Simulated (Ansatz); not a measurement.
# C4H8: the cost of one run

Method: the levels named in each step, in Ansatz 0.2.0.

## (1) The structure to begin with

Bond lengths: C1–C2 1.316 Å, C3–C4 1.316 Å, C1–H5 1.078 Å, C1–H6 1.078 Å, C2–H7 1.077 Å, C2–H8 1.078 Å, C3–H9 1.078 Å, C3–H10 1.078 Å, C4–H11 1.078 Å, C4–H12 1.078 Å. Angles: C1–C2–H7 121.6°, C1–C2–H8 122.2°, H7–C2–H8 116.2°, C2–C1–H5 122.2°, C2–C1–H6 121.6°, H5–C1–H6 116.2°, C3–C4–H11 121.9°, C3–C4–H12 122.1°, H11–C4–H12 115.9°, C4–C3–H9 122.1°, C4–C3–H10 122.0°, H9–C3–H10 115.9°.

Structure file:

```xyz
12

C    -1.0852    0.2850    1.6505
C    -0.3565    1.3555    1.4152
C     0.5053   -0.4010   -1.9920
C     0.9363   -1.2392   -1.0729
H    -1.6302    0.1513    2.5708
H    -1.1691   -0.5105    0.9285
H     0.1842    1.4784    0.4914
H    -0.2650    2.1571    2.1298
H     0.9650    0.5610   -2.1503
H    -0.3310   -0.6333   -2.6307
H     0.4763   -2.2016   -0.9184
H     1.7699   -1.0066   -0.4310
```

## (2) A rough first relaxation, PBE-D4/def2-SVP

The input, input.yaml:

```yaml
crystal:
  periodic: [false, false, false]
  atoms:
    - { symbol: C, position_ang: [-1.08515, 0.28496, 1.65054] }
    - { symbol: C, position_ang: [-0.35649, 1.35553, 1.4152] }
    - { symbol: C, position_ang: [0.50532, -0.40098, -1.992] }
    - { symbol: C, position_ang: [0.9363, -1.23918, -1.07293] }
    - { symbol: H, position_ang: [-1.63018, 0.15134, 2.57076] }
    - { symbol: H, position_ang: [-1.16909, -0.51047, 0.92846] }
    - { symbol: H, position_ang: [0.1842, 1.47844, 0.49141] }
    - { symbol: H, position_ang: [-0.265, 2.15713, 2.12984] }
    - { symbol: H, position_ang: [0.96498, 0.56096, -2.15026] }
    - { symbol: H, position_ang: [-0.33099, -0.63327, -2.63065] }
    - { symbol: H, position_ang: [0.47626, -2.20158, -0.91836] }
    - { symbol: H, position_ang: [1.76995, -1.00659, -0.43096] }
basis:
  gaussian: { orbitals: def2-SVP }
hamiltonian:
  xc: pbe
  dispersion: d4
relax:
  f_tol: 0.03
  max_steps: 200
```

Launch:

```sh
$ ansatz run input.yaml --threads 4 --pin off --max-ram 10240MiB --backend cpu --events-out ev --progress --plain --runs-dir out
```

What time and memory should one allow on 4 threads of Intel Xeon at 2.50GHz (Skylake/Cascade Lake), shared host?

About 11 s, with a peak of 0.14 GiB.
